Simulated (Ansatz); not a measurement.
Cost and result for the atomization energy of AlH4PSi (`[AlH]1[SiH2][PH]1`) (7 atoms, 7 bonds).

```tsv
atom	x (Å)	y (Å)	z (Å)
Al1	0.131	-0.030	1.368
Si2	-0.738	0.405	-0.755
P3	1.541	0.041	-0.465
H4	0.143	-0.417	2.896
H5	-1.449	-0.477	-1.718
H6	-0.895	1.830	-1.147
H7	1.268	-1.351	-0.178
```

Total charge 0; spin multiplicity 1. The geometry is a stationary point of PBE0-D4/def2-TZVP. Program: Ansatz. All runs use 2 threads of an INTEL XEON PLATINUM 8581C on a shared host. Times are those of one run each, without the atoms' runs, and a repeat can differ threefold. Electronic energies, without spin–orbit coupling; frozen cores. CCSD(T)/CBS adds CCSD(T) − MP2 in def2-TZVPP to the MP2 limit, and its time is that of the two runs behind it. T1 = 0.016.

CCSD(T)/CBS is a level of theory with its own doubt, some kJ/mol a heavy atom from the limit and from the frozen cores, so smaller differences don't rank the functionals.

```csv
level,functions,wall time,atomization (kcal/mol),difference from CCSD(T)/CBS,per bond
CCSD(T)/def2-SVP,74,0.85 s,385.8,-42.0,-6.0
revPBE-D4/def2-TZVPP,182,1.1 s,421.7,-6.1,-0.9
BLYP-D4/def2-TZVPP,182,1.4 s,421.8,-6.0,-0.9
BHLYP-D4/def2-TZVPP,182,1.7 s,419.0,-8.8,-1.3
CAM-B3LYP-D4/def2-TZVPP,182,2.1 s,424.7,-3.1,-0.5
r2SCANh-D4/def2-TZVPP,182,2.7 s,429.1,1.3,0.2
B2PLYP/def2-TZVPP,182,2.9 s,417.8,-10.0,-1.4
PBE-QIDH/def2-TZVPP,182,2.9 s,421.5,-6.3,-0.9
ωB97X-V/def2-TZVPP,182,4.1 s,435.7,7.9,1.1
ωB97M-V/def2-TZVPP (with forces),182,6 s,430.1,2.3,0.3
MP2/def2-QZVPP,330,9 s,417.3,-10.5,-1.5
CCSD(T)/def2-TZVPP,182,13 s,412.4,-15.4,-2.2
CCSD(T)/CBS(def2),–,22 s,427.8,0.0,0.0
```

From r2SCAN to r2SCAN0 (25 % exact exchange), in def2-TZVPP and without D4, the atomization energy moves by −5.6 kcal/mol: exact exchange takes away binding that semilocal exchange gives to molecules. At CCSD(T), def2-SVP lies −42.0 kcal/mol from the extrapolated value and def2-TZVPP −15.4 kcal/mol: correlation converges slowly with the basis, and small sets miss more of it in the bonded molecule than in its fragments. The D4 term adds +6.6 kcal/mol with B3LYP and +3.4 kcal/mol with PBE0; it sums over pairs of atoms, weighted by their polarisabilities, and B3LYP, whose exchange is more repulsive, gets the larger term.

B3LYP here is the variant with VWN-RPA as its local correlation; programs differ in this.
